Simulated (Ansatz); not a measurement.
**CH₅AlO (SMILES C[O][AlH2]): functionals against CCSD(T) at one geometry**

The task here is to estimate one member of a computed series from the others.

Program: Ansatz 0.2.0, Gaussian basis. Level of theory: single points in def2-TZVPP. These are calculated values, not measurements.

Cores are frozen in the correlated methods.

## Starting geometry

SMILES `C[O][AlH2]`, 8 atoms, charge 0, spin multiplicity 1.

Atoms are counted from 1 here; the program's logs count them from 0.

Bond lengths: C1–O2 1.365 Å, C1–H4 1.112 Å, C1–H5 1.108 Å, C1–H6 1.105 Å, O2–Al3 1.648 Å, Al3–H7 1.514 Å, Al3–H8 1.540 Å. Angles: O2–C1–H4 114.9°, O2–C1–H5 112.8°, O2–C1–H6 112.0°, H4–C1–H5 107.8°, H4–C1–H6 104.0°, H5–C1–H6 104.5°, C1–O2–Al3 177.6°, O2–Al3–H7 119.7°, O2–Al3–H8 117.2°, H7–Al3–H8 122.5°.

Coordinates:

```
C    -0.5112    1.1409   -0.4500
O     0.0057   -0.0430   -0.0093
Al    0.6741   -1.4714    0.4705
H    -1.2423    1.0508   -1.2826
H     0.2709    1.8615   -0.7620
H    -1.0733    1.6675    0.3426
H     2.0482   -1.4793    1.1064
H    -0.2297   -2.7182    0.4347
```

The first run:

Contents of run/in.yaml:

```yaml
crystal:
  periodic: [false, false, false]
  atoms:
    - {symbol: C, position_ang: [-0.511200, 1.140900, -0.450000]}
    - {symbol: O, position_ang: [0.005700, -0.043000, -0.009300]}
    - {symbol: Al, position_ang: [0.674100, -1.471400, 0.470500]}
    - {symbol: H, position_ang: [-1.242300, 1.050800, -1.282600]}
    - {symbol: H, position_ang: [0.270900, 1.861500, -0.762000]}
    - {symbol: H, position_ang: [-1.073300, 1.667500, 0.342600]}
    - {symbol: H, position_ang: [2.048200, -1.479300, 1.106400]}
    - {symbol: H, position_ang: [-0.229700, -2.718200, 0.434700]}
basis:
  gaussian: {orbitals: def2-TZVPP}
correlation: {method: ccsd_t}
output: {forces: true}
```

The command line of these runs was not kept.

Among the steps run: CCSD(T)/def2-TZVPP; PBE0-D4/def2-TZVPP; wB97M-V/def2-TZVPP; r2SCAN-D4/def2-TZVPP; PBE-D4/def2-TZVPP; revPBE-D4/def2-TZVPP; HSE06-D4/def2-TZVPP.

One table of the session follows, with a row left open; its other results are not shown here.

| method | RMS force component (eV/Å) | angle to CCSD(T) forces (°) | dipole (D) |
| --- | --- | --- | --- |
| CCSD(T) | 0.505 | reference | 0.96 |
| PBE0-D4 | 0.431 | 14.4 | 0.89 |
| wB97M-V | ? | ? | ? |
| r2SCAN-D4 | 0.455 | 6.5 | 0.94 |
| PBE-D4 | 0.432 | 18.4 | 0.93 |
| revPBE-D4 | 0.455 | 19.4 | 0.92 |
| HSE06-D4 | 0.430 | 14.7 | 0.89 |

Estimate the missing values for wB97M-V.

**Answer.** RMS force component (eV/Å): 0.473; angle to CCSD(T) forces (°): 4.5; dipole (D): 0.91. In the column «RMS force component (eV/Å)» it lies between revPBE-D4 (0.455) and CCSD(T) (0.505).
